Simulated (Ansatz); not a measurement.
**Niobium, bcc: convergence with Gaussian smearing**

Computed with Ansatz, LDA, scalar-relativistic PAW, on the relaxed cell (a = 3.246 Å; spin not included). Errors count from a run at 420 eV on a Γ-centred 22×22×22 mesh with Fermi-Dirac smearing of 0.1 eV, extrapolated to zero width. Fixed here: cutoff 420 eV, mesh 14×14×14. The SCF starts from atomic densities corrected by a trained network.

```json
{"width (eV)": "0.01", "E(σ→0) error (meV/atom)": "5.9", "F error (meV/atom)": "5.8", "P (GPa)": "0.05", "SCF iterations": "6"}
{"width (eV)": "0.03", "E(σ→0) error (meV/atom)": "5.9", "F error (meV/atom)": "5.4", "P (GPa)": "0.09", "SCF iterations": "6"}
{"width (eV)": "0.1", "E(σ→0) error (meV/atom)": "5.7", "F error (meV/atom)": "2.0", "P (GPa)": "0.16", "SCF iterations": "6"}
{"width (eV)": "0.2", "E(σ→0) error (meV/atom)": "6.0", "F error (meV/atom)": "-9.6", "P (GPa)": "0.40", "SCF iterations": "6"}
{"width (eV)": "0.3", "E(σ→0) error (meV/atom)": "4.5", "F error (meV/atom)": "-28.5", "P (GPa)": "0.63", "SCF iterations": "6"}
{"width (eV)": "0.6", "E(σ→0) error (meV/atom)": "-9.3", "F error (meV/atom)": "-115.8", "P (GPa)": "1.45", "SCF iterations": "6"}
{"width (eV)": "1.0", "E(σ→0) error (meV/atom)": "-32.4", "F error (meV/atom)": "-289.4", "P (GPa)": "3.23", "SCF iterations": "6"}
```
